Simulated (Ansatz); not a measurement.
The input, for Ansatz 0.2.0:

```yaml
crystal:
  periodic: [false, false, false]
  atoms:
    - {symbol: Ti, position_ang: [0.000000, 0.000000, 0.731200]}
    - {symbol: H, position_ang: [0.000000, 0.000000, -3.309800]}
    - {symbol: H, position_ang: [0.000000, 0.000000, 2.578600]}
basis:
  gaussian: {orbitals: def2-TZVP}
magnetization: {spin_polarized: false}
correlation: {method: ccsdtq, electrons: outside_noble_gas}
```

```sh
$ ansatz run in.yaml --threads 2 --pin off --events-out ev --progress --plain --max-ram 16896MiB --backend cuda --devices 0, --max-vram 18GiB
```

The program prints:

```
854 factors; integrals over basis functions are off by at most 2.7e-7 eV
mean field evaluation 1: about -23098.7417 eV, gradient 4.0e1 eV
mean field evaluation 2: about -23098.7419 eV, gradient 4.0e1 eV
mean field evaluation 4: about -23092.1672 eV, gradient 5.8e1 eV
mean field evaluation 8: about -23106.6140 eV, gradient 2.2e1 eV
mean field evaluation 16: about -23111.3791 eV, gradient 3.5e-1 eV
mean field evaluation 32: about -23110.4248 eV, gradient 1.5e-1 eV
mean field evaluation 64: about -23111.3521 eV, gradient 6.0e-1 eV
mean field evaluation 96: about -23111.3767 eV, gradient 2.6e-6 eV
mean field evaluation 128: about -23111.3676 eV, gradient 3.1e-1 eV
mean field evaluation 160: about -23110.6440 eV, gradient 3.6e-2 eV
...
mean field -23111.37665830 eV, -849.3274267388 hartree, gradient 3.7e-6 eV, S^2 0.000000; 16 other end points of the search recorded, 0 dependent functions left out; unrestricted orbitals would lower it
...
determinant -23111.37665830 eV, -849.3274267388 hartree, with singles and doubles -23114.81473549 eV, -849.4537737450 hartree
determinant -23110.64401489 eV, -849.3005025902 hartree, with singles and doubles -23114.30896201 eV, -849.4351869126 hartree
determinant -23110.42600979 eV, -849.2924910504 hartree, with singles and doubles -23114.12448241 eV, -849.4284074122 hartree
determinant -23111.37665830 eV, -849.3274267388 hartree, with singles and doubles -23114.99981230 eV, -849.4605751926 hartree
determinant -23110.64401489 eV, -849.3005025902 hartree, with singles and doubles -23114.78305942 eV, -849.4526096711 hartree
determinant -23110.42600979 eV, -849.2924910504 hartree, with singles and doubles -23114.15660608 eV, -849.4295879352 hartree
unrestricted determinant -23114.43631133 eV, -849.4398669138 hartree, S^2 2.0109
9 core orbitals not correlated: weight in the atoms' cores, before any rotation towards them, 1.000 or more for the frozen orbitals, at most 0.000 for the correlated occupied ones
reference -23111.37665830 eV, -849.3274267388 hartree; 3, 3 occupied and 45, 45 virtual orbitals, 854 factors
second order -2.07093667 eV of doubles, -0.00000000 eV of singles
...
cycle  46  -4.01934965 eV  change   -7.8e-7 eV  update   4.2e-6
cycle  47  -4.01934995 eV  change   -3.0e-7 eV  update   5.5e-6
cycle  48  -4.01935005 eV  change   -1.0e-7 eV  update   1.3e-6
cycle  49  -4.01935009 eV  change   -3.8e-8 eV  update   2.6e-6
cycle  50  -4.01935014 eV  change   -5.3e-8 eV  update   9.5e-7
cycle  51  -4.01935029 eV  change   -1.5e-7 eV  update   5.0e-6
cycle  52  -4.01935060 eV  change   -3.1e-7 eV  update   2.6e-6
cycle  53  -4.01935086 eV  change   -2.6e-7 eV  update   1.2e-6
cycle  54  -4.01935096 eV  change   -9.8e-8 eV  update   1.2e-6
cycle  55  -4.01935114 eV  change   -1.8e-7 eV  update   1.9e-7
WARN: these amplitudes may be one of several solutions (largest doubles amplitude 0.59, level shift 0.00 eV)
WARN: in the space of 8 natural orbitals, full CI finds another state of this spin 0.293 eV below this run's state, or below the method's energy where it doesn't find this run's state
Total energy: -23115.39600944 eV, -849.4751351686 hartree
```

The T1 diagnostic is 0.163. The program found a lower state of this spin, so this energy isn't the lowest state's.

Ran on 2 threads of AMD EPYC 7R13 with a shared H100 80 GB, shared host: 30 s wall, 1.1 GiB peak host memory.
